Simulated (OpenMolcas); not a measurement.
**AlO (oxoaluminum): the energy, rung by rung**

AlO: 2 atoms, total charge 0, spin state doublet. SMILES: `[O]=[Al]`. The shape is that of a PBE0-D4/def2-TZVP optimisation.

```xyz
2

O     0.0000    0.0000   -0.0249
Al    0.0000    0.0000    1.5950
```

Each level gives the energy change with the O1–Al2 bond stretched from 1.620 to 2.430 Å (eV). The values are calculated.

| level | kind | program | value (eV) | less FCI/STO-3G | CPU time (all runs) |
| --- | --- | --- | --- | --- | --- |
| ROHF/STO-3G | Hartree–Fock | OpenMolcas | 2.27 | -0.58 | 4.8 s |
| UHF/STO-3G | Hartree–Fock | OpenMolcas | 2.35 | -0.50 | 3.8 s |
| UPBE/STO-3G | GGA | OpenMolcas | 2.95 | +0.10 | 7.2 s |
| U-r2SCAN/STO-3G | meta-GGA | OpenMolcas | 2.91 | +0.06 | 14 s |
| UB3LYP/STO-3G | global hybrid | OpenMolcas | 2.77 | -0.08 | 8 s |
| MRCI(3,3)/STO-3G | multireference | OpenMolcas | 2.16 | -0.69 | 3 s |
| ROCCSD(T)/STO-3G | coupled cluster or CI | OpenMolcas | 2.82 | -0.03 | 5.2 s |
| FCI/STO-3G | exact in the basis | OpenMolcas | 2.85 | 0.00 | 3.8 s |

FCI/STO-3G is exact within its basis and frozen core, so for wave-function methods in that basis the difference is their error; functionals converge differently with the basis, so for them it is only a difference. The first shape isn't each level's own minimum. The values span 2.16 to 2.95 eV. Spin contamination of the reference (⟨S²⟩ at least 0.1 too high) touches UHF/STO-3G. All rows use very small basis sets, so even the best lies far from the true value. Times are those of the runs behind each value, whatever else they computed, on shared processors of several kinds: orders of magnitude only.
